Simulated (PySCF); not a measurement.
## HC(OH) + F₂ → CO + 2 HF

Level: PBE0 in the def2-TZVP basis family, all electrons, no relativity, computed in PySCF with density fitting; open shells unrestricted.

| species | state and structure | ZPE (kJ/mol) | H(298 K) − H(0) (kJ/mol) | S° (J/(mol K)) |
| --- | --- | --- | --- | --- |
| HC(OH) | singlet, Cs, C–H 1.122 Å, C–O 1.299 Å, O–H 0.975 Å; C–O–H 115.9°, H–C–O 107.3° | 68.5 | 10.1 | 225.2 |
| F₂ | singlet, D∞h, F–F 1.376 Å | 6.6 | 8.7 | 201.9 |
| CO | singlet, C∞v, C–O 1.123 Å | 13.4 | 8.7 | 197.5 |
| HF | singlet, C∞v, H–F 0.920 Å | 24.9 | 8.7 | 173.6 |

Q: Is the gas-phase reaction uphill or downhill in electronic energy at this level, and by how much?

A: At PBE0/def2-TZVP, ΔE = -737.3 kJ/mol, downhill. 

Q: Add zero-point, thermal and entropy terms for 298.15 K and 1 bar.

A: ΔZPE = -11.9 and Δ[H(298) − H(0)] = 7.3 kJ/mol give ΔH° = -741.9 kJ/mol. ΔS° = 117.6 J/(mol K), so ΔG° = -741.9 − 298.15 × (0.1176) = -777 kJ/mol.

Each species is the lowest minimum found with this bonding; other isomers or fragments can lie lower.
